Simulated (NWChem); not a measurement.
# C2H4F2 (1,1-difluoroethane) at 6 levels

Aim: a comparison of 6 runs (HF/STO-3G, HF/3-21G, HF/6-311+G**, B3LYP/6-31G*, MP2/6-311+G**, CCSD/6-311+G**) of C2H4F2 (1,1-difluoroethane). 

Program for the calculation: NWChem 7.3.0.

### Step 1. The structure to begin with

C2H4F2: 8 atoms, total charge 0, spin state singlet. SMILES: `CC(F)F`. The shape is that of a PBE0-D4/def2-TZVP optimisation.

Bond lengths: C1–C2 1.497 Å, C2–F3 1.361 Å, C2–F4 1.361 Å, C1–H5 1.091 Å, C1–H6 1.091 Å, C1–H7 1.090 Å, C2–H8 1.095 Å. Some angles: C1–C2–F3 110.3°, C1–C2–F4 110.3°, F3–C2–F4 107.0°, C1–C2–H8 114.0°, F3–C2–H8 107.5°, F4–C2–H8 107.5°, C2–C1–H5 109.4°, C2–C1–H6 109.9°, C2–C1–H7 109.9°, H5–C1–H6 109.3°.

### Step 2. Energy and gradient at HF/STO-3G (run 1)

calc.nw reads:

```
start calc
memory total 2200 mb
charge 0
geometry noautosym nocenter noautoz
 C     0.003300    0.777600    0.023300
 C    -0.052000   -0.718200   -0.008200
 F     0.925500   -1.243400    0.779100
 F     0.168200   -1.172100   -1.271900
 H     0.981400    1.111900   -0.325400
 H    -0.157200    1.132800    1.041800
 H    -0.771000    1.190600   -0.624000
 H    -1.006100   -1.136400    0.329500
end
basis "ao basis" spherical bse
 C library STO-3G
 F library STO-3G
 H library STO-3G
end
scf
 thresh 1e-08
 maxiter 80
 print medium
end
task scf gradient
```

Command:

```console
$ nwchem calc.nw > calc.out
```

Output:

```text
[...]
  functions       =    24
[...]
  wavefunction    = RHF
[...]
         Total SCF energy =   -273.211936933927
      One-electron energy =   -644.621474045492
      Two-electron energy =    238.698945578564
 Nuclear repulsion energy =    132.710591533000
        Time for solution =      0.5s
[...]
                         RHF ENERGY GRADIENTS
    atom               coordinates                        gradient
                 x          y          z           x          y          z
   1 C       0.006236   1.469451   0.044031    0.005275  -0.046827  -0.003664
   2 C      -0.098266  -1.357201  -0.015496    0.003673   0.031738  -0.000151
   3 F       1.748941  -2.349685   1.472286   -0.020868   0.010148  -0.017504
   4 F       0.317852  -2.214948  -2.403542   -0.004265   0.008561   0.027349
   5 H       1.854577   2.101186  -0.614917    0.004923   0.000191  -0.001791
   6 H      -0.297065   2.140682   1.968717   -0.001188  -0.000295   0.005020
   7 H      -1.456979   2.249908  -1.179189   -0.004125  -0.000036  -0.003014
   8 H      -1.901253  -2.147485   0.622665    0.016575  -0.003481  -0.006245
[...]
```

Wall time 1.2 s (1 thread of Intel Xeon 6975P-C (Granite Rapids), shared host); peak memory 0.096 GiB.

### Step 3. Energy and forces at HF/3-21G (run 2)

run.py reads:

```python
from ase import Atoms
from ase.calculators.nwchem import NWChem

atoms = Atoms(['C', 'C', 'F', 'F', 'H', 'H', 'H', 'H'], positions=[
    [0.003300, 0.777600, 0.023300],
    [-0.052000, -0.718200, -0.008200],
    [0.925500, -1.243400, 0.779100],
    [0.168200, -1.172100, -1.271900],
    [0.981400, 1.111900, -0.325400],
    [-0.157200, 1.132800, 1.041800],
    [-0.771000, 1.190600, -0.624000],
    [-1.006100, -1.136400, 0.329500],
])

calc = NWChem(
    label='c2h4f2',
    theory='scf',
    memory='2200 mb',
    basis='3-21G',
    basispar='spherical bse',
    scf={'nopen': '0', 'rhf': None, 'thresh': '1e-08', 'maxiter': '80', 'print': 'low'},
)
atoms.calc = calc

forces = atoms.get_forces()
print(f"energy = {atoms.get_potential_energy():.6f} eV")
print("forces (eV/A):")
for s, f in zip(atoms.symbols, forces):
    print(f"{s:2s} {f[0]:10.5f} {f[1]:10.5f} {f[2]:10.5f}")
```

Command:

```console
$ export ASE_NWCHEM_COMMAND="nwchem PREFIX.nwi > PREFIX.nwo"
$ python run.py
```

Output:

```text
energy = -7495.168418 eV
forces (eV/A):
C    -0.12166    0.44799    0.06387
C    -1.28643   -0.26364    0.46172
F     0.67198   -0.19453    0.58117
F     0.12912   -0.14259   -0.88544
H    -0.31769   -0.10912    0.11256
H     0.09477   -0.10243   -0.34005
H     0.28873   -0.12028    0.18898
H     0.54117    0.48465   -0.18281
```

The calculator wrote c2h4f2.nwi:

```
title "c2h4f2"

permanent_dir c2h4f2

scratch_dir c2h4f2

start c2h4f2

geometry units angstrom nocenter noautosym noautoz
  C  3.3000000000000000e-03 7.7759999999999996e-01 2.3300000000000001e-02
  C  -5.1999999999999998e-02 -7.1819999999999995e-01 -8.2000000000000007e-03
  F  9.2549999999999999e-01 -1.2434000000000001e+00 7.7910000000000001e-01
  F  1.6819999999999999e-01 -1.1720999999999999e+00 -1.2719000000000000e+00
  H  9.8140000000000005e-01 1.1119000000000001e+00 -3.2540000000000002e-01
  H  -1.5720000000000001e-01 1.1328000000000000e+00 1.0418000000000001e+00
  H  -7.7100000000000002e-01 1.1906000000000001e+00 -6.2400000000000000e-01
  H  -1.0061000000000000e+00 -1.1364000000000001e+00 3.2950000000000002e-01
end

memory 2200 mb

basis spherical bse noprint
   * library 3-21G
end

scf
  nopen 0
  rhf
  thresh 1e-08
  maxiter 80
  print low
end

task scf gradient
```

c2h4f2.nwo:

```text
Northwest Computational Chemistry Package (NWChem) 7.3.0
             --------------------------------------------------------

           Job information
           ---------------

    nwchem branch   = 7.3.0
    use scalapack   = T
    input           = c2h4f2.nwi
    prefix          = c2h4f2.
    data base       = c2h4f2/c2h4f2.db
    status          = startup
    nproc           =        1

           Memory information
           ------------------

[... 5 lines left out ...]
    hardfail = no
[... 112 lines left out ...]
       Final RHF  results
[... 3 lines left out ...]
      One-electron energy =   -644.962668599124
[... 1 line left out ...]
 Nuclear repulsion energy =    132.710591533000
[... 3 lines left out ...]
                              NWChem Gradients Module
                              -----------------------

                         RHF ENERGY GRADIENTS

    atom               coordinates                        gradient
                 x          y          z           x          y          z
   1 C       0.006236   1.469451   0.044031    0.002366  -0.008712  -0.001242
   2 C      -0.098266  -1.357201  -0.015496    0.025017   0.005127  -0.008979
   3 F       1.748941  -2.349685   1.472286   -0.013068   0.003783  -0.011302
[... 4 lines of this table left out ...]
   8 H      -1.901253  -2.147485   0.622665   -0.010524  -0.009425   0.003555

 Task  times  cpu:        0.8s     wall:        0.8s
 Total times  cpu:        0.8s     wall:        0.8s
```

Wall time 1.8 s (1 thread of Intel Xeon 6975P-C (Granite Rapids), shared host); peak memory 0.096 GiB.

### Step 4. Energy and gradient at HF/6-311+G(d,p) (run 3)

m1.nw reads:

```
start m1
title "C2H4F2"
memory 2200 mb
charge 0

geometry units au noautosym nocenter noautoz
  C    0.00623610   1.46945103   0.04403062
  C   -0.09826576  -1.35720130  -0.01549575
  F    1.74894153  -2.34968546   1.47228562
  F    0.31785193  -2.21494799  -2.40354266
  H    1.85457722   2.10118648  -0.61491688
  H   -0.29706495   2.14068175   1.96871668
  H   -1.45697884   2.24990792  -1.17918910
  H   -1.90125345  -2.14748477   0.62266476
end

basis spherical bse
  * library 6-311+G**
end

scf
  thresh 1e-08
  maxiter 80
  noprint "final vectors analysis"
end

task scf gradient
```

Command:

```console
$ nwchem m1.nw > m1.out
```

Output:

```text
[...]
  functions       =   112
[...]
  wavefunction    = RHF
[...]
         Total SCF energy =   -277.029589047452
      One-electron energy =   -646.867138942613
      Two-electron energy =    237.126967869350
 Nuclear repulsion energy =    132.710582025812
        Time for solution =     15.6s
[...]
                         RHF ENERGY GRADIENTS
    atom               coordinates                        gradient
                 x          y          z           x          y          z
   1 C       0.006236   1.469451   0.044031   -0.001662  -0.005969   0.000342
   2 C      -0.098266  -1.357201  -0.015496   -0.000215   0.013401   0.000606
   3 F       1.748942  -2.349685   1.472286    0.010117  -0.005037   0.009922
   4 F       0.317852  -2.214948  -2.403543    0.001135  -0.004200  -0.014443
   5 H       1.854577   2.101186  -0.614917    0.004569   0.001071  -0.001633
   6 H      -0.297065   2.140682   1.968717   -0.000807   0.001854   0.004306
   7 H      -1.456979   2.249908  -1.179189   -0.003334   0.002079  -0.002604
   8 H      -1.901253  -2.147485   0.622665   -0.009804  -0.003199   0.003506
[...]
```

It took 20 s on 1 thread of Intel Xeon 6975P-C (Granite Rapids), shared host; peak memory 0.099 GiB.

Runs 4 to 5 aren't shown in full; the table further down has their settings and results.

### Step 5. The energy at CCSD/6-311+G(d,p) (run 6)

m1.nw reads:

```
echo
start m1
memory 2200 mb

geometry units bohr noautosym nocenter noautoz
C      0.00623610     1.46945103     0.04403062
C     -0.09826576    -1.35720130    -0.01549575
F      1.74894153    -2.34968546     1.47228562
F      0.31785193    -2.21494799    -2.40354266
H      1.85457722     2.10118648    -0.61491688
H     -0.29706495     2.14068175     1.96871668
H     -1.45697884     2.24990792    -1.17918910
H     -1.90125345    -2.14748477     0.62266476
end

basis spherical bse
C library 6-311+G**
F library 6-311+G**
H library 6-311+G**
end

scf
singlet
rhf
thresh 1e-08
maxiter 80
print medium
end

ccsd
freeze core 4
maxiter 60
end

task ccsd energy
```

Command:

```console
$ nwchem m1.nw > m1.out
```

Output:

```text
[...]
  functions       =   112
[...]
  wavefunction    = RHF
[...]
         Total SCF energy =   -277.029589047452
      One-electron energy =   -646.867138942613
      Two-electron energy =    237.126967869350
 Nuclear repulsion energy =    132.710582025812
        Time for solution =     14.7s
[...]
 Total MP2 energy:           -277.740327375997254
[...]
             energy      energy      error      ampl     ampl      Block
                                                time     time      time
[...]
 Total CCSD energy:           -277.765464982405490
[...]
```

Run time: 2.8 min. Hardware: 1 thread of Intel Xeon 6975P-C (Granite Rapids), shared host; peak memory 0.34 GiB.

### Step 6. The series

```
run                               level  Cartesian functions  iteration cap  energy (Eh)  dipole moment (D)  HOMO energy (eV)  LUMO energy (eV)  wall time
  1                           HF/STO-3G                   no             80  -273.211937               1.50            -10.75             15.07      1.2 s
  2                            HF/3-21G                   no             80  -275.442361                  –                 –                 –      1.8 s
  3                        HF/6-311+G**                   no             80  -277.029589               2.66                 –                 –       20 s
  4  B3LYP/6-31G* (Cartesian functions)                  yes            100  -278.301298               1.93             -8.95              2.89       17 s
  5                       MP2/6-311+G**                   no             80  -277.740327               2.39            -14.12              1.88       40 s
  6                      CCSD/6-311+G**                   no             80  -277.765465                  –            -14.12              1.88    2.8 min
```

### Step 7. Summary of results

| quantity | value |
| --- | --- |
| run 6: total energy | -277.76546 Eh |
| run 6: HOMO energy (Hartree–Fock orbitals) | -14.12 eV |
| run 6: LUMO energy (Hartree–Fock orbitals) | 1.88 eV |
| run 6: HOMO–LUMO gap (Hartree–Fock orbitals) | 16.00 eV |
| run 6: correlation energy (4 core orbitals frozen) | -735.9 mEh |

What this shows: Below the HF energy at the same shape and in the same basis (6-311+G**): MP2 -710.7 mEh; CCSD -735.9 mEh. Over runs 1, 3, 4, 5 the dipole moment (its size) runs from 1.50 D (HF/STO-3G) to 2.66 D (HF/6-311+G**). In run 1 the basis is minimal, so the values are rough. All runs together took 4.1 min, the longest 2.8 min.
